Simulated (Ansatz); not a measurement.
```yaml
crystal:
  periodic: [false, false, false]
  atoms:
    - {symbol: S, position_ang: [-1.816166, 0.354538, -0.000388]}
    - {symbol: As, position_ang: [0.752096, -0.182317, -0.000101]}
    - {symbol: H, position_ang: [-1.529691, 1.650949, 0.009659]}
    - {symbol: H, position_ang: [1.160500, 1.254726, 0.011186]}
    - {symbol: H, position_ang: [2.241482, -0.632488, -0.000960]}
basis:
  gaussian: {orbitals: def2-TZVP}
magnetization: {spin_polarized: true, initial_magnetization: 2}
hamiltonian: {xc: pbe0}
relax: {f_tol: 0.004, max_steps: 80}
```

```sh
$ ansatz run in.yaml --threads 1 --pin off --events-out ev --progress --plain --max-ram 2176MiB
```

Steps of the relaxation (energy above the last step; positions in Å, forces in eV/Å):

```
5
step 1, 40.7 meV
S    -1.816    0.355    0.000    0.041   -0.574   -0.004
As    0.752   -0.182    0.000   -0.153   -0.128   -0.001
H    -1.530    1.651    0.010    0.177    0.426    0.003
H     1.161    1.255    0.011    0.025    0.454    0.003
H     2.241   -0.632   -0.001   -0.090   -0.178   -0.001
```

```
5
step 2, 20.9 meV
S    -1.827    0.305   -0.001    0.310    0.216    0.002
As    0.712   -0.107    0.000   -0.083   -0.155   -0.001
H    -1.352    1.571    0.009   -0.252   -0.157   -0.002
H     1.111    1.351    0.012    0.095    0.031    0.000
H     2.164   -0.675   -0.001   -0.070    0.065    0.000
```

```
5
step 3, 4.7 meV
S    -1.796    0.310   -0.001    0.172    0.173    0.002
As    0.731   -0.129    0.000   -0.150    0.016    0.000
H    -1.456    1.618    0.010   -0.074   -0.208   -0.002
H     1.143    1.326    0.012    0.046    0.034    0.000
H     2.186   -0.680   -0.001    0.007   -0.016    0.000
```

```
5
step 4, 2.4 meV
S    -1.771    0.288   -0.001   -0.023    0.076    0.001
As    0.722   -0.085    0.001   -0.014   -0.091   -0.001
H    -1.496    1.604    0.009   -0.009   -0.036    0.000
H     1.205    1.347    0.012   -0.020    0.060    0.000
H     2.148   -0.710   -0.002    0.066   -0.009    0.000
```

```
5
step 6, 0.0 meV
S    -1.767    0.302   -0.001    0.001    0.000    0.000
As    0.719   -0.112    0.000   -0.003   -0.001    0.000
H    -1.475    1.614    0.009    0.000    0.000    0.000
H     1.162    1.336    0.012    0.001    0.002    0.000
H     2.170   -0.694   -0.002    0.002    0.000    0.000
```

Close pairs at the end: S1–H3 1.343 Å, As2–H4 1.514 Å, As2–H5 1.563 Å, S1–As2 2.521 Å.

A stationary point of unrestricted PBE0 after 6 steps, with ⟨S²⟩ = 2.012 against 2.00 for a pure state; no frequencies were run, so it isn't proven a minimum. 26 s on 1 thread of Intel Xeon Platinum 8488C, shared host.
